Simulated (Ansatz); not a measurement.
**Bi2OS2 (P4/nmm, No. 129; cell taken from a computed entry)**

Computed with LDA (plane waves, PAW; Ansatz, a program for electronic structure).

Run with plane-wave cutoff 520 eV, 8×8×4 k mesh (along the axes of the cell as run), Fermi–Dirac smearing 0.01 eV, scalar-relativistic PAW data made under PBE.

Cell (relaxed with PBEsol):

```
Bi2OS2
1.0
    3.93293     0.00000     0.00000
    0.00000     3.93293     0.00000
    0.00000     0.00000    13.86119
Bi S O
4 4 2
Direct
  0.00000   0.50000   0.86804
  0.50000   0.00000   0.13196
  0.50000   0.00000   0.59092
  0.00000   0.50000   0.40908
  0.50000   0.00000   0.89549
  0.00000   0.50000   0.10451
  0.00000   0.50000   0.68674
  0.50000   0.00000   0.31326
  0.00000   0.00000   0.50000
  0.50000   0.50000   0.50000
```

| Item | Value |
|---|---|
| band gap | 0.92 eV |
| Γ–Γ gap | 2.21 eV |

Note: cell and atoms aren't relaxed at this level (largest force component 0.23 eV/Å, pressure -2.2 GPa).

Spin–orbit coupling is not included; with these elements it can move the gap by several tenths of an eV or more.

Static lattice: no zero-point or thermal effects.
